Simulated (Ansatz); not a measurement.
Which is lower?

Two relaxed structures of AlBSiH5, doublet (PBE0-D4/def2-TZVP; forces vanish, vibrations not checked).

A:

Al1  (-1.323, 1.153, -1.448)
B2  (-0.117, 0.177, -0.102)
Si3  (1.031, -0.854, 1.144)
H4  (-1.956, 0.336, -2.654)
H5  (-1.596, 2.706, -1.249)
H6  (1.010, -2.238, 0.582)
H7  (0.509, -0.900, 2.539)
H8  (2.442, -0.381, 1.188)
(Å)

B:

Al1  (-1.317, 1.117, -1.451)
B2  (1.133, -0.762, 1.326)
Si3  (0.115, 0.516, 0.353)
H4  (-1.745, -0.001, -2.484)
H5  (-1.758, 2.634, -1.504)
H6  (0.450, -1.137, 0.206)
H7  (0.622, -1.295, 2.265)
H8  (2.301, -0.850, 1.092)
(Å)

Ansatz 0.2.0; basis: def2-TZVPP; cores frozen in the correlated methods; orbitals are unrestricted. B3LYP uses VWN-RPA correlation.

Question: Which structure is lower at CCSD(T), and by how much? (Judge from chemistry; the value comes from the calculation.)

Answer: Computed: B, by 55.3 kJ/mol (electronic energy, against the other). By their contacts, A is AlBSiH₅ ([AlH2][B][SiH3]) and B is AlBSiH₅ ([AlH2][Si]1[H][BH2]1).

Question: Do the other methods give the same order? (Judge from chemistry; the calculation decides.)

Answer: Computed: Not all: HF gives the other order.

```csv
method,E(B) − E(A) (kJ/mol)
PBE-D4,-87.5
r2SCAN-D4,-71.2
PBE0-D4,-73.4
B3LYP-D4,-57.3
wB97M-V,-59.6
HF,10.0
MP2,-61.7
CCSD,-44.6
CCSD(T),-55.3
```

No T1 diagnostic of these runs exceeds 0.021. ⟨S²⟩ of the unrestricted Hartree–Fock references: 0.76 to 0.79 (a pure state has 0.75).

Labels in which every atom is bracketed show which atoms are joined, not bond orders.

For scale, one of the runs: CCSD(T)/def2-TZVPP, 185 basis functions, launched by `ansatz run in.yaml --threads 2 --pin off --events-out ev --progress --plain --max-ram 4352MiB`. Time: 6.8 min of wall clock on 2 CPU threads of an Arm Neoverse V2; the host was shared. Peak host memory: 1.6 GiB.
